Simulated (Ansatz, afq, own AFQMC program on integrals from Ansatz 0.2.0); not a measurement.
**BH$_{3}$ + SiH, doublet in cc-pVTZ along one coordinate**

```xyz
6

B    -2.0452    0.0347    0.0000
H    -2.6419    1.0683    0.0000
H    -2.6419   -0.9988    0.0000
H    -0.8517    0.0347    0.0000
Si    0.9588    0.0347    0.0000
H     1.3552   -1.4448    0.0000
```

A hydrogen atom is moved from one rigid fragment to the other; the B1–H4 distance tells how far. The two fragments are held close together, so this isn't a minimum-energy path and the start is a compressed complex. Energies in kcal/mol count from this geometry (1.194 Å) at the same level; the start stands on UHF, each point on the determinant named.

Basis cc-pVTZ. Only valence electrons are correlated. Integrals, coupled cluster, full CI and functionals: Ansatz 0.2.0; the random walks run on the same integrals in our own AFQMC program. The CISD trial takes its coefficients from CCSD amplitudes. Released means that phaseless walkers are propagated on without the constraint, phases kept. ± is one standard error of the sampling.

Cautions, each for one point or more: higher spins were not checked; raised T1 diagnostic; strong correlation; unrestricted determinant slightly spin contaminated.

| r(B1–H4) / Å | det. | T1 | weight | ⟨S²⟩ | HF | B2PLYP | CCSD(T) |
| --- | --- | --- | --- | --- | --- | --- | --- |
| 1.299 | UHF | 0.035 | 0.84 | 0.79 | 4.4 | 2.4 | 2.4 |
| 1.352 | UHF | 0.038 | 0.84 | 0.79 | 8.4 | 5.2 | 5.2 |
| 1.405 | UHF | 0.042 | 0.83 | 0.79 | 13.3 | 8.8 | 8.8 |
| 1.458 | UHF | 0.047 | 0.82 | 0.79 | 19.1 | 13.2 | 13.2 |
| 1.564 | UHF | 0.060 | 0.79 | 0.83 | 33.6 | 24.3 | 24.6 |

(1) Estimate the curve of phaseless AFQMC with a CISD trial, counted from the same start.

## Answers

(1) 
| r(B1–H4) / Å | det. | T1 | weight | ⟨S²⟩ | ph-AFQMC/CISD |
| --- | --- | --- | --- | --- | --- |
| 1.299 | UHF | 0.035 | 0.84 | 0.79 | 2.5 ± 0.2 |
| 1.352 | UHF | 0.038 | 0.84 | 0.79 | 5.2 ± 0.2 |
| 1.405 | UHF | 0.042 | 0.83 | 0.79 | 8.7 ± 0.2 |
| 1.458 | UHF | 0.047 | 0.82 | 0.79 | 12.9 ± 0.2 |
| 1.564 | UHF | 0.060 | 0.79 | 0.83 | 24.8 ± 0.3 |

Weight is that of the determinant in the CISD state; at the start T1 is 0.031 and the weight 0.85, and ⟨S²⟩ is 0.80. Largest departures from phaseless AFQMC with a CISD trial: CCSD(T) 0.3 kcal/mol at 1.458 (on UHF) (within the noise), HF 8.8 kcal/mol at 1.564 (on UHF), B2PLYP -0.5 kcal/mol at 1.564. The walk's constraint bias lies outside its error bars, so these are departures and not errors. Functionals count only at points shown to share the start's state and spin.

A walk keeps the symmetry of its determinant, which the program's search chose and which needn't be the lowest solution, so a lower state of the same spin and another symmetry isn't excluded.
